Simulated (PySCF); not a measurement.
# Deuteron quadrupole couplings in `C/C=P\P(C)C`

Compound: C4H10P2.
Structure used (GFN2-xTB), in Å, numbered top down from 1:
```xyz
16
C4H10P2 angstrom
C      2.4714   -0.2796    0.5288
C      2.0586    0.5096   -0.6616
P      0.5400    1.0221   -1.1436
P     -0.7367    0.2895    0.4900
C     -2.2510    1.2378   -0.0066
C     -1.2003   -1.3500   -0.2593
H      1.6289   -0.4728    1.1904
H      2.9007   -1.2325    0.2126
H      3.2442    0.2569    1.0815
H      2.8705    0.7742   -1.3312
H     -2.4745    1.1140   -1.0654
H     -2.0917    2.2934    0.2075
H     -3.0931    0.8852    0.5873
H     -0.3455   -2.0219   -0.2078
H     -1.5139   -1.2416   -1.2966
H     -2.0152   -1.7756    0.3237
```

Level: PBE0/pcSseg-1 (PySCF, non-relativistic); Q(2H) = 0.00286 b; rigid geometry, the same for H and D, with no vibrational averaging.

Problem. Rank these positions by the coupling χzz of a deuteron there, largest first.
A. H7 (methyl hydrogen)
B. H10 (hydrogen on carbon)
C. H11 (methyl hydrogen)

Solution. B (216 kHz), C (210 kHz), A (203 kHz).

Problem. Give the electric field gradient Vzz (the principal value of largest size), its asymmetry and the 2H coupling at each hydrogen.

Solution. 
```tsv
atom	bonded to	bond length (Å)	Vzz (au)	η	χzz (kHz)
H7	C1	1.089	0.3027	0.05	203
H8	C1	1.092	0.3083	0.02	207
H9	C1	1.091	0.3091	0.03	208
H10	C2	1.085	0.3212	0.05	216
H11	C5	1.089	0.3128	0.01	210
H12	C5	1.089	0.3150	0.02	212
H13	C5	1.089	0.3156	0.01	212
H14	C6	1.088	0.3164	0.02	213
H15	C6	1.089	0.3132	0.01	210
H16	C6	1.089	0.3166	0.01	213
```

The structure is a single GFN2-xTB conformer in the gas phase; no vibrational or solvent corrections. GFN2-xTB bond lengths can be off by several hundredths of an ångström, more for odd bonds, and the gradients follow them. These gradients aren't converged with respect to the basis.
